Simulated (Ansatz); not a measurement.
# ClHOSi: up Jacob's ladder to CCSD(T)

Aim: compute ClHOSi with functionals from several rungs and with coupled cluster, and see how far each lands from CCSD(T) at the basis-set limit for the atomisation energy.

Program: Ansatz 0.2.0, Gaussian basis. Level of theory: functionals in def2-TZVPP, the program's frozen cores in correlated methods. These are calculated values, not measurements.

The runs, in order: LDA (SPW92), PBE-D4, revPBE-D4, BLYP-D4, r2SCAN-D4, B97M-V, PBE0-D4, B3LYP-D4, r2SCANh-D4, r2SCAN0-D4, HSE06-D4, BHLYP-D4, CAM-B3LYP-D4, LC-ωPBE, ωB97X-V, ωB97M-V, B2PLYP, PBE-QIDH; CCSD(T)/def2-SVP; CCSD(T)/def2-TZVPP; CCSD(T)/def2-QZVPP; extrapolation to the limit; RPA on PBE.

## Step 1: Structure used throughout

The geometry comes from an earlier relaxation with PBE0-D4 in a triple-zeta def2 set; it is a stationary point.

SMILES `O[Si]Cl`, 4 atoms, charge 0, spin multiplicity 1.

Atoms are counted from 1 here; the program's logs count them from 0.

Bond lengths: O1–Si2 1.637 Å, O1–H4 0.963 Å, Si2–Cl3 2.110 Å. Angles: Si2–O1–H4 120.4°, O1–Si2–Cl3 101.3°.

## Step 2: LDA

This LDA is Slater exchange with PW92 correlation.

in.yaml reads:

```yaml
crystal:
  periodic: [false, false, false]
  atoms:
    - {symbol: O, position_ang: [-0.911755, 0.450160, -0.308684]}
    - {symbol: Si, position_ang: [-0.434209, -0.789716, 0.647025]}
    - {symbol: Cl, position_ang: [1.662272, -0.701008, 0.421355]}
    - {symbol: H, position_ang: [-0.260807, 0.980362, -0.779997]}
basis:
  gaussian: {orbitals: def2-TZVPP}
hamiltonian: {xc: lda}
output: {orbitals: {seedname: orbitals}}
```

After this run come: PBE-D4 (GGA); revPBE-D4 (GGA); BLYP-D4 (GGA); r2SCAN-D4 (meta-GGA); B97M-V (meta-GGA); PBE0-D4 (hybrid); B3LYP-D4 (hybrid); r2SCANh-D4 (hybrid); r2SCAN0-D4 (hybrid); HSE06-D4 (hybrid); BHLYP-D4 (hybrid); CAM-B3LYP-D4 (range-separated); LC-ωPBE-D4 (range-separated); ωB97X-V (range-separated); ωB97M-V (range-separated); B2PLYP (double hybrid); PBE-QIDH (double hybrid); CCSD(T) in def2-SVP; CCSD(T) in def2-TZVPP; CCSD(T) in def2-QZVPP; RPA on PBE orbitals.

**Question.** What will the summary of the whole plan be? Wanted: atomisation energy, CCSD(T)/CBS; farthest beyond LDA; mean size of error, GGA; mean size of error, meta-GGA; mean size of error, hybrid; mean size of error, range-separated; mean size of error, double hybrid; gap, smallest and largest; T1 diagnostic.

The runs gave:

```
                               quantity                                      value
        atomisation energy, CCSD(T)/CBS                              1414.0 kJ/mol
  functionals within 7.1 kJ/mol (0.5 %)                   BLYP-D4, B97M-V, ωB97X-V
                    farthest beyond LDA                    BHLYP-D4 (-84.1 kJ/mol)
                mean size of error, GGA                                17.0 kJ/mol
           mean size of error, meta-GGA                                 6.9 kJ/mol
             mean size of error, hybrid                                39.2 kJ/mol
    mean size of error, range-separated                                17.9 kJ/mol
      mean size of error, double hybrid                                32.5 kJ/mol
              gap, smallest and largest  3.63 eV (LDA (SPW92)), 10.38 eV (LC-ωPBE)
                          T1 diagnostic                                     0.0137
triples share of the correlation energy                                      4.0 %
```

What this shows: LDA overbinds by 221.9 kJ/mol (16 %). PBE-D4 misses by +21.5 kJ/mol. Double hybrids carry the basis error of their MP2 part in triple zeta, and no dispersion term here, so their miss is partly the set-up's. Taken by rung, meta-GGA functionals do best (6.9 kJ/mol on average) and hybrid ones worst beyond LDA (39.2 kJ/mol). The mean of the hybrids holds BHLYP, with half exact exchange. The reference freezes the cores and leaves out relativity and excitations past (T), so misses under about 7.1 kJ/mol can't be ranked. Hartree-Fock recovers 68 % of the binding; the rest is correlation. CCSD(T) in def2-SVP is off by -155.9 kJ/mol, more than most functionals: a good method in a small basis is no reference. The gap grows from 3.6 to 10.4 eV across the functionals, mostly with the share of exact exchange.
